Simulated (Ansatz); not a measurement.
Geometry optimisation, RKS PBE0/def2-SVP in Ansatz 0.2.0.

Input:

```yaml
crystal:
  periodic: [false, false, false]
  atoms:
    - { symbol: C, position_ang: [-0.4122, 1.2514, 0.0466] }
    - { symbol: "N", position_ang: [-0.5665, 0.0408, 0.3139] }
    - { symbol: C, position_ang: [0.4089, -0.7467, -0.1517] }
    - { symbol: "N", position_ang: [0.4726, -1.9942, 0.1045] }
    - { symbol: F, position_ang: [1.4638, -0.2451, -0.8459] }
    - { symbol: H, position_ang: [-1.2451, 2.0079, 0.3733] }
    - { symbol: H, position_ang: [0.4, 1.7456, -0.5309] }
    - { symbol: H, position_ang: [-0.4292, -2.1168, 0.6343] }
basis:
  gaussian: { orbitals: def2-SVP }
hamiltonian:
  xc: pbe0
relax:
  f_tol: 0.015
  max_steps: 40
output:
  orbitals: {}
```

Command:

```bash
$ ansatz run input.yaml --threads 1 --pin off --max-ram 2048MiB --backend cpu --events-out ev --progress --plain --runs-dir out
```

Task: Where does it end, and by what steps?

Result: The run converged. After 8 steps the energy has fallen by 0.416 eV; H8 moved furthest, 0.15 Å.

| step | energy less start (eV) | largest force component (eV/Å) | accepted |
| --- | --- | --- | --- |
| 0 | 0.0000 | 4.264 | yes |
| 1 | -0.3107 | 1.869 | yes |
| 2 | -0.3802 | 0.883 | yes |
| 3 | -0.4100 | 0.304 | yes |
| 4 | -0.4141 | 0.144 | yes |
| 5 | -0.4156 | 0.054 | yes |
| 6 | -0.4160 | 0.028 | yes |
| 7 | -0.4160 | 0.017 | yes |
| 8 | -0.4161 | 0.002 | yes |

```xyz
8
Properties=species:S:1:pos:R:3
C -0.445 1.342 0.025
N -0.553 0.109 0.308
C 0.431 -0.783 -0.120
N 0.446 -2.018 0.094
F 1.433 -0.241 -0.816
H -1.229 2.029 0.369
H 0.396 1.764 -0.550
H -0.386 -2.260 0.634
```

Whether the end is a true minimum wasn't checked by a vibrational analysis.

Run time: 26 s on 1 thread of Arm Neoverse V2, on a shared host, peak memory 0.16 GiB.
